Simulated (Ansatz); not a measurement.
Computed with Ansatz on PBE0-D4/def2-TZVP structures; ΔE is electronic, products minus reactants. CCSD(T)/CBS adds triple-zeta CCSD(T) − MP2 to the extrapolated MP2 energy (def2 sets, frozen cores). This one scheme is used for every species. For Mg outer-core shells are correlated without core-valence functions, which leaves a few kJ/mol of doubt a bond.

Consider the hydrogenolysis of a Mg–O bond: `[MgH][O][SiH3]` + H₂ → `[MgH2]` + `O[SiH3]`.

| species | CCSD(T)/def2-SVP energy (Eh) |
| --- | --- |
| `[MgH][O][SiH3]` | -565.95093 |
| H₂ | -1.16345 |
| `[MgH2]` | -200.72666 |
| `O[SiH3]` | -366.33040 |

(1) Work out ΔE.

(2) What do rigid-rotor, harmonic-oscillator terms from PBE0-D4/def2-TZVP frequencies (298.15 K, 1 bar) make of the CCSD(T)/CBS value? (An estimate is asked.)

Largest T1 diagnostic among the species: 0.011.

## Answers

(1) ΔE = (-200.72666) + (-366.33040) − (-565.95093) − (-1.16345) = 0.05732 Eh = +1.56 eV. CCSD(T)/CBS gives +1.54 eV.

(2) Ansatz gave: ΔZPE = +0.10 eV, ΔH = +1.60 eV, ΔS = 20 J/(mol·K), ΔG = +1.54 eV.

Leaving LDA and LC-ωPBE aside and taking each functional with its dispersion term where it has one, the values, not all of them listed here, spread over 0.25 eV, from B97M-V to r2SCAN-D4. LDA lies −0.03 eV from PBE without D4. The D4 term adds +0.04 eV with B3LYP and +0.02 eV with PBE0; it sums over pairs of atoms, weighted by their polarisabilities, and B3LYP, whose exchange is more repulsive, gets the larger term.

B3LYP here is the variant with VWN-RPA as its local correlation; programs differ in this.
